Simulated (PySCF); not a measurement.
## What binds SiB⁻: the parts of the energy along the bond

State: ³Π, triplet, unpaired electrons σ ↑, π ↑. ROHF-based CCSD(T) in PySCF 2.14 with Si aug-cc-pV(D+d)Z, B aug-cc-pVDZ and Si aug-cc-pV(T+d)Z, B aug-cc-pVTZ (frozen core orbitals: 6; no relativity). Correlation energies are extrapolated as n⁻³ (n = 2, 3), Hartree–Fock as (n+1)·exp(−9√n). CV is the change on freezing 1 orbitals instead, in Si cc-pwCVTZ, B cc-pwCVTZ. SR is the spin-free X2C energy in Si cc-pVTZ-DK, B cc-pVTZ-DK less the non-relativistic one in Si cc-pVTZ, B cc-pVTZ. All energies in eV from Si⁻ + B.

```tsv
R (Å)	HF/CBS	CCSD corr.	(T)	CV	SR	total
1.6539	-1.405	-1.220	-0.2225	-0.0711	0.0001	-2.919
1.7290	-1.750	-1.246	-0.2409	-0.0567	0.0017	-3.292
1.8042	-1.890	-1.280	-0.2610	-0.0449	0.0027	-3.473
1.8794	-1.880	-1.321	-0.2821	-0.0352	0.0032	-3.515
1.9546	-1.763	-1.366	-0.3036	-0.0272	0.0033	-3.457
2.0485	-1.522	-1.424	-0.3299	-0.0192	0.0032	-3.292
2.1425	-1.224	-1.476	-0.3532	-0.0128	0.0028	-3.063
```

A fit to the total gives Re = 1.8690 Å, De = 3.516 eV, ωe = 792.8 cm⁻¹, Be = 0.6108 cm⁻¹ (masses 27.9769 and 11.0093 u).

**Question.** At R = 1.8794 Å the CCSD correlation energy is -0.182588 hartree in the smaller basis and -0.206641 in the larger. Extrapolate it.

**Answer.** (3³·E3 − 2³·E2)/(3³ − 2³) = -0.21677 hartree; the larger basis holds 95.3 % of it.

The T1 diagnostic is 0.050, large enough to doubt a single reference. The state was picked by a PBE0 search and need not be the measured ground state. Spin–orbit coupling, excitations beyond (T) and corrections to the Born–Oppenheimer picture are left out.
